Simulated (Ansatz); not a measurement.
## One structure, 3 elements: CsCo3, CsRh3, CsIr3

Plane-wave DFT in Ansatz with scalar-relativistic PAW potentials, cutoff 420 eV, Γ-centred meshes chosen by cell and gap, Gaussian smearing with energies taken to zero width. Every cell was relaxed (cell and atoms) in a run of its own, within the symmetry of its start. Functional: PBE.

All members share space group Pm-3m and the same sites; only the element on one set of sites changes (Co, Rh, Ir). Members needn't be the stable form of their composition. Energies over the elements, where given, are against the elements' standard states in the same functional (H₂, N₂, O₂ and halogens uncorrected, Hg as a solid). The first member:

Space group Pm-3m (No. 221). a = 3.988 Å, b = 3.988 Å, c = 3.988 Å, α = 90.00°, β = 90.00°, γ = 90.00°
| atom | site | symmetry | x | y | z |
| --- | --- | --- | --- | --- | --- |
| Cs | 1a | m-3m | 0.0000 | 0.0000 | 0.0000 |
| Co | 3c | 4/mm.m | 0.0000 | 0.5000 | 0.5000 |

| compound | V (Å³/atom) | a (Å) | energy over elements (eV/atom) | largest moment (μB) |
| --- | --- | --- | --- | --- |
| CsCo3 | 15.85 | 3.988 | 1.703 | 1.54 |
| CsIr3 | 18.21 | 4.176 | 1.825 | no spin |

Task: Predict the member with Rh.

Result: V (Å³/atom) 18.14, a (Å) 4.171, energy over elements (eV/atom) 1.291, largest moment (μB) no spin. Interpolating linearly in period between Co and Ir would give 17.03 Å³/atom (6.1 % too small), with 1.764 eV/atom over the elements. Over the whole series the volume grows at each step down the group; all are metallic on the mesh; none is bound against its elements in this structure, and Rh comes closest. Ir is hardly larger than Rh here (18.21 against 18.14 Å³/atom), as one expects from the lanthanide contraction and relativistic shrinking of 6s.

Spin-orbit coupling is left out, which matters for the bands of heavy elements. Magnetic cells started from one order each; another order can shift an energy by tens of meV per atom.